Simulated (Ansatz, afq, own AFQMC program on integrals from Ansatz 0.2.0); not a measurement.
## SiH4 + O, triplet: a scan with AFQMC

```yaml
atoms:
  - { symbol: Si, position_ang: [-0.9437, 0.0000, 0.0000] }
  - { symbol: H, position_ang: [-1.4385, 1.3997, 0.0000] }
  - { symbol: H, position_ang: [-1.4385, -0.6999, 1.2122] }
  - { symbol: H, position_ang: [-1.4385, -0.6999, -1.2122] }
  - { symbol: H, position_ang: [0.5409, 0.0000, 0.0000] }
  - { symbol: O, position_ang: [1.8943, 0.0000, 0.0000] }
```

A hydrogen atom is moved from one rigid fragment to the other; the Si1–H5 distance tells how far. The two fragments are held close together, so this isn't a minimum-energy path and the start is a compressed complex. Energies in mEh count from this geometry (1.485 Å) at the same level; the start stands on UHF, each point on the determinant named.

Basis cc-pVTZ. Only valence electrons are correlated. Ansatz 0.2.0 and our own AFQMC program on the same integrals; the CISD trial comes from CCSD amplitudes, and released means the phaseless constraint is let go. Uncertainties: one standard error, sampling alone.

Cautions, each for one point or more: lower spins were not checked; the ph-AFQMC/CISD walk drifts between its halves.

```json
{"r(Si1–H5) / Å": "1.588", "det.": "UHF", "T1": "0.022", "weight": "0.86", "⟨S²⟩": "2.04", "CCSD(T)": "-2.9", "ph-AFQMC/CISD": "-3.1 ± 0.2", "released AFQMC": "–", "B3LYP": "-4.0", "CCSD": "-2.2"}
{"r(Si1–H5) / Å": "1.640", "det.": "UHF", "T1": "0.020", "weight": "0.87", "⟨S²⟩": "2.04", "CCSD(T)": "-5.0", "ph-AFQMC/CISD": "-4.9 ± 0.2", "released AFQMC": "-4.9 ± 0.4", "B3LYP": "-6.0", "CCSD": "-4.0"}
{"r(Si1–H5) / Å": "1.692", "det.": "UHF†", "T1": "0.018", "weight": "0.87", "⟨S²⟩": "2.04", "CCSD(T)": "-7.8", "ph-AFQMC/CISD": "-7.8 ± 0.3", "released AFQMC": "-8.1 ± 0.3", "B3LYP": "-8.3", "CCSD": "-6.7"}
{"r(Si1–H5) / Å": "1.744", "det.": "UHF†", "T1": "0.016", "weight": "0.87", "⟨S²⟩": "2.03", "CCSD(T)": "-10.9", "ph-AFQMC/CISD": "-10.5 ± 0.2", "released AFQMC": "–", "B3LYP": "-10.5", "CCSD": "-9.8"}
{"r(Si1–H5) / Å": "1.848", "det.": "UHF†", "T1": "0.014", "weight": "0.88", "⟨S²⟩": "2.02", "CCSD(T)": "-14.5", "ph-AFQMC/CISD": "-13.9 ± 0.2", "released AFQMC": "-14.1 ± 0.4", "B3LYP": "-12.1", "CCSD": "-13.9"}
```

Weight is that of the determinant in the CISD state; at the start T1 is 0.022 and the weight 0.87, and ⟨S²⟩ is 2.03. A dagger marks points whose determinant fills other symmetries than the start's, so the wave-function levels may follow another state there, or a degenerate partner. A dash marks a missing value, a released energy that hasn't settled or a functional that sits on another state. Largest departures from phaseless AFQMC with a CISD trial: CCSD(T) -0.6 mEh at 1.848 (on UHF), released AFQMC -0.3 mEh at 1.692 (on UHF) (within the noise), B3LYP -1.1 mEh at 1.640, CCSD 1.1 mEh at 1.692 (on UHF). The walk's constraint bias lies outside its error bars, so these are departures and not errors. Functionals count only at points shown to share the start's state and spin.

Some points may be missing: those where a free walk finds a much lower state, and past Zn most of those on another determinant than at the start.

A walk keeps the symmetry of its determinant, which the program's search chose and which needn't be the lowest solution, so a lower state of the same spin and another symmetry isn't excluded. Released energies are given only where the last usable release times agree within the noise; a slower fall can still hide under it.
